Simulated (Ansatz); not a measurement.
# AlSiH2+ (singlet): wave-function methods side by side, cc-pVTZ

One table from this session's results is given with a row withheld; the runs are named, their logs left out.

The runs use Ansatz 0.2.0, Gaussian basis; cc-pVTZ, core rule «outside noble gas», up to 10 orbitals frozen.

To be run: UHF; CCSD(T) on RHF; CCSD(T) on UHF; BCCD(T) on RHF; CCSDT(Q) on RHF; CCSDT(Q) on UHF; CASSCF and MRCISD+Q, 8 electrons in 10 orbitals; CASSCF and NEVPT2, 8 electrons in 10 orbitals.

9 further runs of the same task are left out: 4 for a known fault of the program, 5 set aside as unsound or not needed.

**The system**

The geometry is a PBE0/def2-TZVP stationary point (not a proven minimum) of the parent state, kept for this charge and spin.

4 atoms, charge 1, spin multiplicity 1.

Atoms are counted from 1 here; the program's logs count them from 0.

Bond lengths: Si1–Al2 2.509 Å, Si1–H3 1.501 Å, Si1–H4 1.501 Å. Angles: Al2–Si1–H3 121.8°, Al2–Si1–H4 121.8°, H3–Si1–H4 104.9°.

The first run:

in.yaml

```yaml
crystal:
  periodic: [false, false, false]
  atoms:
    - {symbol: Si, position_ang: [-0.056321, 0.000000, 1.156776]}
    - {symbol: Al, position_ang: [0.030473, 0.000000, -1.350744]}
    - {symbol: H, position_ang: [0.376805, -1.189387, 1.962674]}
    - {symbol: H, position_ang: [0.376805, 1.189387, 1.962674]}
basis:
  gaussian: {orbitals: cc-pVTZ}
total_charge: 1
magnetization: {spin_polarized: true, initial_magnetization: 0}
hamiltonian: {xc: hf}
output: {orbitals: {seedname: orbitals}}
```

The run is started by

```sh
> ansatz run in.yaml --threads 1 --pin off --events-out ev --progress --plain --max-ram 2816MiB --backend cpu
```

Steps of the session up to this table: UHF; CCSD(T) on RHF; CCSD(T) on UHF; BCCD(T) on RHF; CCSDT(Q) on RHF; CCSDT(Q) on UHF; CASSCF and MRCISD+Q, 8 electrons in 10 orbitals; CASSCF and NEVPT2, 8 electrons in 10 orbitals.

One of the session's tables, all rows but one given; the rest of the session is left out.

It belongs to the step «Misses and costs». 

```
          method  from RCCSDT(Q) (meV)
             RHF               +5221.1
             UHF               +4891.8
            RMP2                     ?
            UMP2               +1373.6
           RCCSD                +216.9
           UCCSD                +269.2
        RCCSD(T)                 +46.7
        UCCSD(T)                 +91.0
         BCCD(T)                 +46.3
          RCCSDT                 +10.4
          UCCSDT                 +19.3
       RCCSDT(Q)                     0
       UCCSDT(Q)                  +2.8
  CASSCF valence               +2804.0
  NEVPT2 valence                +875.2
  MRCISD valence                +196.2
MRCISD+Q valence                 +45.6
```

**Question.** Estimate the row for RMP2.

**Answer.** from RCCSDT(Q) (meV): +1248.7. In the column «from RCCSDT(Q) (meV)» it lies between NEVPT2 valence (+875.2) and UMP2 (+1373.6).

Caveats from the session: The determinant is far from a pure spin state, so its energy mixes those of several spin states (harmless only where they are near-degenerate, as at dissociation). Restricted and unrestricted rows rest on different reference determinants; where their highest levels disagree by more than a few hundredths of an eV, they describe different states and don't form one ladder.
